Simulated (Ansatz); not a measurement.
# SiH₅ (doublet): the correlation ladder at distance H1–H2 along a hydrogen transfer = 0.793 Å, 6-31G

How much of the correlation energy of SiH₅ (doublet) does each wave-function method recover here?

The runs use Ansatz 0.2.0, Gaussian basis; 6-31G, core rule «outside noble gas», up to 5 orbitals frozen.

The runs, in order: UHF; CCSD(T) on ROHF; CCSD(T) on UHF; BCCD(T) on ROHF; CISD; CCSDT(Q) on ROHF; CCSDT(Q) on UHF; CCSDTQ on ROHF; CASSCF and MRCISD+Q, 3 electrons in 3 orbitals; CASSCF and NEVPT2, 3 electrons in 3 orbitals; CASSCF and MRCISD+Q, 9 electrons in 9 orbitals; CASSCF and NEVPT2, 9 electrons in 9 orbitals; Full CI.

9 further runs of the same task are left out: 2 for a mislabelled method, 6 that didn't finish, 1 set aside as unsound or not needed.

## 1. The geometry

The geometry derives from fragments relaxed apart (PBE0/def2-TZVP) and kept rigid, so it is no stationary point. A hydrogen atom is moved between rigid fragments.

6 atoms, charge 0, spin multiplicity 2.

Atoms are counted from 1 here; the program's logs count them from 0.

Bond lengths: H1–H2 0.793 Å, Si3–H4 1.486 Å, Si3–H5 1.486 Å, Si3–H6 1.486 Å. Angles: H4–Si3–H5 111.3°, H4–Si3–H6 111.3°, H5–Si3–H6 111.3°.

## 2. UHF

in.yaml reads:

```yaml
crystal:
  periodic: [false, false, false]
  atoms:
    - {symbol: H, position_ang: [-2.429969, 0.000000, -0.000001]}
    - {symbol: H, position_ang: [-1.636969, 0.000000, -0.000001]}
    - {symbol: Si, position_ang: [0.088031, 0.000000, 0.000000]}
    - {symbol: H, position_ang: [0.538005, -1.416253, 0.000001]}
    - {symbol: H, position_ang: [0.538006, 0.708126, -1.226511]}
    - {symbol: H, position_ang: [0.538004, 0.708127, 1.226511]}
basis:
  gaussian: {orbitals: 6-31G}
magnetization: {spin_polarized: true, initial_magnetization: 1}
hamiltonian: {xc: hf}
output: {orbitals: {seedname: orbitals}}
```

Run with:

```bash
ansatz run in.yaml --threads 1 --pin off --events-out ev --progress --plain --max-ram 2393MiB
```

After this run come: CCSD(T) on ROHF; CCSD(T) on UHF; BCCD(T) on ROHF; CISD; CCSDT(Q) on ROHF; CCSDT(Q) on UHF; CCSDTQ on ROHF; CASSCF and MRCISD+Q, 3 electrons in 3 orbitals; CASSCF and NEVPT2, 3 electrons in 3 orbitals; CASSCF and MRCISD+Q, 9 electrons in 9 orbitals; CASSCF and NEVPT2, 9 electrons in 9 orbitals; Full CI.

**Question.** What will the summary of the whole plan be? Wanted: FCI below the RHF energy; RMP2 from FCI; UMP2 from FCI; RCCSD from FCI; RCCSD(T) from FCI; UCCSD(T) from FCI; RCCSDT(Q) from FCI; UCCSDT(Q) from FCI; NEVPT2 pair from FCI.

**Answer**, as computed:

| quantity | value |
| --- | --- |
| FCI below the RHF energy | -2.7507 eV |
| RMP2 from FCI | +787.7 meV |
| UMP2 from FCI | +774.9 meV |
| RCCSD from FCI | +38.9 meV |
| RCCSD(T) from FCI | +11.4 meV |
| UCCSD(T) from FCI | +11.8 meV |
| RCCSDT(Q) from FCI | +0.3 meV |
| UCCSDT(Q) from FCI | +0.2 meV |
| NEVPT2 pair from FCI | +639.6 meV |
| NEVPT2 valence from FCI | +226.7 meV |
| MRCISD+Q valence from FCI | +13.5 meV |
| levels within 1 kcal/mol (43 meV) | RCCSD, UCCSD, RCCSD(T), UCCSD(T), BCCD(T), RCCSDT, UCCSDT, RCCSDT(Q), UCCSDT(Q), RCCSDTQ, MRCISD valence, MRCISD+Q valence |
| T1 diagnostic | 0.018 |
| effectively unpaired electrons | 1.03 |

RCCSD(T) misses by +11.4 meV, 0.4 % of the correlation energy. One determinant dominates. Of the multireference levels listed MRCISD+Q valence comes nearest in total energy (+13.5 meV), which doesn't show that its space is the better one. These misses are within one basis, not against nature; the frozen cores of restricted and unrestricted runs differ, which can shift their rows.
